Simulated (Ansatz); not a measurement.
C3H4FNO, SMILES `C=C(O)C(=N)F`. Total charge 0; spin multiplicity 1. The structure was optimised at the PBE0-D4/def2-TZVP level. It is one conformer, not always the lowest.

```xyz
10

C    -1.145   -0.805    0.246
C     0.132   -0.437    0.183
O     1.197   -1.184    0.550
C     0.521    0.899   -0.326
N    -0.284    1.769   -0.715
F     1.849    1.081   -0.324
H    -1.911   -0.117   -0.077
H    -1.435   -1.781    0.618
H     0.882   -2.035    0.869
H     0.195    2.611   -1.024
```

Task: What is the dipole moment at ωB97M-V/def2-TZVPP? (Estimate.)

Result: The calculation gave: 1.64 D, with components (-0.43, -1.48, 0.56) D in this frame, pointing from negative to positive charge.

Task: And with PBE, r2SCAN, B3LYP? (Best estimate.)

Result: The calculation gave: PBE 1.65 D, r2SCAN 1.70 D, B3LYP 1.70 D.

Task: Give the Mulliken charges with ωB97M-V, PBE, B3LYP in def2-TZVPP. (An estimate is asked.)

Result: Ansatz gave: 
```csv
atom,ωB97M-V,PBE,B3LYP
C1,-0.21,-0.21,-0.23
C2,0.14,0.10,0.13
O3,-0.27,-0.24,-0.28
C4,0.25,0.15,0.23
N5,-0.25,-0.23,-0.25
F6,-0.17,-0.13,-0.18
H7,0.11,0.11,0.12
H8,0.08,0.07,0.08
H9,0.19,0.20,0.20
H10,0.14,0.17,0.16
```

B3LYP here is the variant with VWN-RPA as its local correlation; programs differ in this.
